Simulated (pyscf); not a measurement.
Single points on ωB97X-D3(BJ)/def2-SVP structures (PySCF, gas phase).

HO–Si(Cl)(Cl)–Cl (SMILES O[Si](Cl)(Cl)Cl) + H₂O (SMILES O) -> HO–Si(OH)(Cl)–Cl (SMILES O[Si](O)(Cl)Cl) + HCl (SMILES Cl)
Surface: singlet. Broken: Cl–Si, H–O. Formed: O–Si, Cl–H. Give ΔE‡ and ΔE from ωB97M-D3(BJ)/def2-TZVP, relative to the separated reactants.

ΔE‡ = 14.7 kcal/mol, ΔE = -4.7 kcal/mol. Zero-point energy shifts the barrier by +1.3 kcal/mol. It is a four-centre exchange, with an imaginary mode of 275i cm⁻¹. On the product side the descent ends in a complex, 6.0 kcal/mol under the separated species and 24.2 kcal/mol under the saddle at ωB97X-D3(BJ)/def2-TZVP. This is the saddle that the search found; another between the same sides may lie lower.
